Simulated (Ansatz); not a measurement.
Reaction (substitution at a C–C bond): `CC#CC` + H₂S → `CC#CS` + CH₄

Gas-phase electronic energies from Ansatz, PBE0-D4/def2-TZVP geometries. CCSD(T)/CBS adds triple-zeta CCSD(T) − MP2 to the extrapolated MP2 energy (def2 sets, frozen cores). This one scheme is used for every species. DFT in def2-TZVPP. B3LYP here is the variant with VWN-RPA as its local correlation; programs differ in this. One conformer a species, not always the lowest.

Problem. Is it downhill or uphill in electronic energy at CCSD(T)/CBS, and by how much? (Estimate.)

Solution. The calculation gave: Uphill: ΔE = +14.2 kJ/mol.

Problem. What do these levels give: BLYP-D4, B3LYP, CAM-B3LYP, MP2/def2-SVP, CCSD(T)/def2-TZVPP, CCSD/CBS(def2)? (An estimate is asked.)

Solution. Ansatz gave: BLYP-D4 4.9, B3LYP 10.6, CAM-B3LYP 14.7, MP2/def2-SVP 16.6, CCSD(T)/def2-TZVPP 14.7, CCSD/CBS(def2) 17.4 kJ/mol.

Largest T1 diagnostic among the species: 0.012.

At CCSD(T), def2-SVP lies +5.2 kJ/mol from the extrapolated value and def2-TZVPP +0.6 kJ/mol. In def2-TZVPP, CCSD(T) changes the Hartree–Fock value by −8.3 kJ/mol (the triples alone add −3.3 kJ/mol) and MP2 by −12.8 kJ/mol.
